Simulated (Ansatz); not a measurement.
# CH6AlN (built from SMILES C[NH][AlH2]): a reaction path by the nudged elastic band

What path joins these two structures, and how high does it climb? Both ends were relaxed at PBE0-D4 in triple zeta. A second band with other settings follows.

Method: PBE0-D4/def2-SVP; program: Ansatz 0.2.0, Gaussian basis.

16 further runs of the same task are left out: 16 set aside as unsound or not needed.

### Step 1. The system as given

The first end: 9 atoms, charge 0, spin multiplicity 1.

Atoms are counted from 1 here; the program's logs count them from 0.

Bond lengths: Al1–N2 1.768 Å, Al1–H4 1.584 Å, Al1–H5 1.584 Å, N2–C3 1.447 Å, N2–H6 1.010 Å, C3–H7 1.097 Å, C3–H8 1.097 Å, C3–H9 1.093 Å. Angles: N2–Al1–H4 117.5°, N2–Al1–H5 117.5°, H4–Al1–H5 125.0°, Al1–N2–C3 128.6°, Al1–N2–H6 119.5°, C3–N2–H6 111.9°, N2–C3–H7 112.4°, N2–C3–H8 112.4°, N2–C3–H9 109.8°, H7–C3–H8 107.6°, H7–C3–H9 107.2°, H8–C3–H9 107.2°.

Geometry (Å):

```xyz
9

Al   -1.61716   -0.23626    0.01940
N     0.00040    0.33767    0.44191
C     1.26037    0.03949   -0.20409
H    -1.74686   -1.20715   -1.22602
H    -2.82619    0.26008    0.91428
H     0.11781    0.95794    1.22974
H     1.96738   -0.45847    0.47020
H     1.75153    0.93843   -0.59542
H     1.09271   -0.63172   -1.04998
```

The second end:

```xyz
9

Al   -1.9132    0.8026   -0.6510
N    -0.1848   -0.1295    0.3129
C     1.1056   -0.0493   -0.3762
H    -0.4578   -1.0949    0.4737
H    -2.6938    0.2282    0.7200
H    -0.1363    0.2905    1.2369
H     1.9133   -0.5397    0.1735
H     1.3585    1.0001   -0.5294
H     1.0084   -0.5080   -1.3604
```

### Step 2. The band at PBE0-D4/def2-SVP

The input, neb/in.yaml:

```yaml
crystal:
  periodic: [false, false, false]
  atoms:
    - {symbol: Al, position_ang: [-1.617157, -0.236262, 0.019396]}
    - {symbol: N, position_ang: [0.000398, 0.337667, 0.441910]}
    - {symbol: C, position_ang: [1.260373, 0.039491, -0.204094]}
    - {symbol: H, position_ang: [-1.746856, -1.207152, -1.226023]}
    - {symbol: H, position_ang: [-2.826192, 0.260076, 0.914279]}
    - {symbol: H, position_ang: [0.117811, 0.957940, 1.229736]}
    - {symbol: H, position_ang: [1.967378, -0.458468, 0.470204]}
    - {symbol: H, position_ang: [1.751531, 0.938430, -0.595422]}
    - {symbol: H, position_ang: [1.092714, -0.631723, -1.049985]}
basis:
  gaussian: {orbitals: def2-SVP}
hamiltonian: {xc: pbe0, dispersion: d4}
neb:
  images: 5
  climbing: true
  max_iterations: 40
  initial_path: idpp
  final_atoms:
    - {symbol: Al, position_ang: [-1.913170, 0.802594, -0.650976]}
    - {symbol: N, position_ang: [-0.184824, -0.129458, 0.312941]}
    - {symbol: C, position_ang: [1.105555, -0.049264, -0.376228]}
    - {symbol: H, position_ang: [-0.457785, -1.094920, 0.473699]}
    - {symbol: H, position_ang: [-2.693761, 0.228157, 0.720029]}
    - {symbol: H, position_ang: [-0.136266, 0.290540, 1.236906]}
    - {symbol: H, position_ang: [1.913310, -0.539711, 0.173452]}
    - {symbol: H, position_ang: [1.358542, 1.000085, -0.529372]}
    - {symbol: H, position_ang: [1.008397, -0.508021, -1.360449]}
```

Command:

```console
$ ansatz run in.yaml --threads 2 --pin off --events-out ev --progress --plain --max-ram 4352MiB
```

### Step 3. The band at PBE0-D4/cc-pVDZ, other settings

Changes to neb/in.yaml since step 2:

```diff
@@ -13,6 +13,6 @@
 basis:
-  gaussian: {orbitals: def2-SVP}
+  gaussian: {orbitals: cc-pVDZ}
 hamiltonian: {xc: pbe0, dispersion: d4}
 neb:
-  images: 5
+  images: 7
   climbing: true
@@ -20,2 +20,3 @@
   initial_path: idpp
+  spring: 10.0
   final_atoms:
```

**Question.** What will these runs give? Wanted: from earlier runs: barrier over the separately found saddle, CCSD(T)/def2-TZVPP.

**Answer**, as computed:

```
                                                                       quantity                                                     value
                                                PBE0-D4/def2-SVP, 12 iterations  highest 67.7 kcal/mol (image 3), last end +30.2 kcal/mol
                                                 PBE0-D4/cc-pVDZ, 11 iterations  highest 65.1 kcal/mol (image 5), last end +25.8 kcal/mol
from earlier runs: barrier over the separately found saddle, CCSD(T)/def2-TZVPP                                             70.0 kcal/mol
```

In words: The highest image lies 67.7 kcal/mol above the first end, and it climbed, so it estimates the saddle. The ends are not quite minima at this level (largest force component 0.37 eV/Å), so the heights are unreliable: relaxing the first end would lower it and raise the barrier above it. The highest image is 2.2 kcal/mol below the CCSD(T) barrier in triple zeta, which comes from separate runs on the saddle. The second band's highest image lies at 65.1 kcal/mol; the levels differ.
